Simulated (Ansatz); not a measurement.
Energy needed to pull apart C₂H₄B (SMILES [B]1CC1), doublet, into free ground-state atoms, from the structure below (displaced at random from a GFN2-xTB minimum); no zero-point or spin–orbit terms; open-shell atoms are treated unrestricted, in their ground-state multiplicity.

```
7
angstrom
B 1.3702 -0.0768 -0.1065
C -0.0025 -0.8179 -0.0223
C 0.0399 0.7595 -0.0280
H -0.3830 -1.1781 -0.9324
H -0.3897 -1.2830 0.9438
H -0.1426 1.2587 0.8902
H -0.2419 1.2933 -0.8307
```

Computed with Ansatz 0.2.0 (basis: def2-TZVPP); correlated methods freeze the cores; orbitals are unrestricted.

```json
{"method": "PBE-D4", "atomization energy (eV)": "27.33"}
{"method": "r2SCAN-D4", "atomization energy (eV)": "26.90"}
{"method": "PBE0-D4", "atomization energy (eV)": "26.95"}
{"method": "HSE06-D4", "atomization energy (eV)": "?"}
{"method": "wB97X-V", "atomization energy (eV)": "?"}
{"method": "wB97M-V", "atomization energy (eV)": "26.57"}
{"method": "HF", "atomization energy (eV)": "19.93"}
{"method": "MP2", "atomization energy (eV)": "26.20"}
{"method": "CCSD", "atomization energy (eV)": "25.32"}
{"method": "CCSD(T)", "atomization energy (eV)": "25.70"}
```

**Question.** What does wB97X-V give? (An estimate is asked for; the value comes from the calculation.)

**Answer.** By the calculation: 26.51 eV, which is about 0.82 eV more than CCSD(T)/def2-TZVPP.

**Question.** What does HSE06-D4 give? (Judge from chemistry; the value comes from the calculation.)

**Answer.** Computed: 26.97 eV, which is about 1.27 eV more than CCSD(T)/def2-TZVPP.

In triple zeta the MP2 and coupled-cluster atomization energies are still short of their basis limit by a few kcal/mol a bond, whereas those of the functionals are nearly converged, so these differences are not deviations from converged CCSD(T).

The T1 diagnostic stays at or below 0.015. ⟨S²⟩ of the unrestricted Hartree–Fock references: 0.76 (a pure state has 0.75).

For scale, one of the runs: CCSD(T)/def2-TZVPP forces, 149 basis functions (an equivalent command: `ansatz run in.yaml --threads 4`). The run took 2.1 min on 4 CPU threads (shared host), with 4.3 GiB of host memory at its peak.
